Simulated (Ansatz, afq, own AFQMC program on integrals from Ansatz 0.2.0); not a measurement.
# BGeH4, doublet: AFQMC among the cluster methods

| atom | x (Å) | y (Å) | z (Å) |
| --- | --- | --- | --- |
| Ge | 0.0000 | 0.0000 | 0.2823 |
| B | 0.0000 | 0.0000 | -1.6912 |
| H | 0.0000 | 1.2553 | 1.1670 |
| H | 0.0000 | -1.2553 | 1.1670 |
| H | 0.0000 | 1.0424 | -2.2706 |
| H | 0.0000 | -1.0424 | -2.2706 |

Connectivity, by distances: GeH2–BH2.

Basis 6-31G. Noble-gas cores (and the filled d shells of Ga–Kr and In–Xe) are frozen. AFQMC by an in-house program on the Cholesky factors that Ansatz 0.2.0 writes for its CCSD(T) run. The CISD trial takes its coefficients from CCSD amplitudes. Released means that phaseless walkers are propagated on without the constraint, phases kept. Free AFQMC starts from the CCSD state and is never constrained. Its projection time is finite, and what remains of the start isn't in its error. Uncertainties: one standard error, sampling alone. No spin–orbit coupling.

Determinant: UHF, the one that the program's search chose, which needn't be the lowest solution. The geometry is a PBE0/def2-TZVP stationary point of this or a neighbouring charge and spin state.

No full CI on the walks' own integrals is used here. The released AFQMC energy serves as the reference, which it does only where one determinant dominates, the energy is flat over the last release times and near the phaseless one (40 meV or 2 meV an electron, half that with transition metals). On small molecules, where full CI could be run and the noise was under 10 meV, such values lay within 10 meV of it in 19 cases of 20, a flattering rate, since the rule was set on those same cases; what remains of the bias isn't in the error bar.

Cautions: no relativity below Rb; no spin-orbit coupling; inner d shell frozen; the released value is read at 2.40 1/Eh (meV from the phaseless value at times in 1/Eh: -3.3 ± 1.6 at 0.24, -3.6 ± 1.3 at 0.51, -6.3 ± 1.1 at 0.99, -5.8 ± 1.1 at 1.62, -7.8 ± 1.2 at 2.40).

* T1 diagnostic: 0.0176
* weight of the determinant in the CISD state: 0.911
* ⟨S²⟩ of the determinant: 0.759
* size of the correlated space: 11 electrons in 31 orbitals

| level | correlation energy (eV) |
| --- | --- |
| MP2 | -2.7012 |
| CCSD | -3.5206 |
| CCSD(T) | -3.5943 |

(1) Estimate where phaseless AFQMC with a CISD trial lies against CCSD(T) on the same integrals.

(1) 0.51 ± 0.08 mEh below CCSD(T).

Reference: AFQMC with the constraint released, correlation energy -3.616 ± 0.001 eV.

| level | E − E(reference) (mEh) | share of correlation (%) |
| --- | --- | --- |
| CCSD(T) | 0.80 ± 0.04 | 99.40 |
| ph-AFQMC/HF | -0.18 ± 0.82 | 100.14 |
| ph-AFQMC/CISD | 0.29 ± 0.09 | 99.79 |
| free AFQMC | 0.07 ± 0.05 | 99.95 |

Free projections are given only where their last times agree within the noise and don't stop above the reference; a slow remainder of the start can still hide under it. A walk keeps the symmetry of its determinant, which the program's search chose and which needn't be the lowest solution, so a lower state of the same spin and another symmetry isn't excluded. Released energies are given only where the last usable release times agree within the noise; a slower fall can still hide under it.
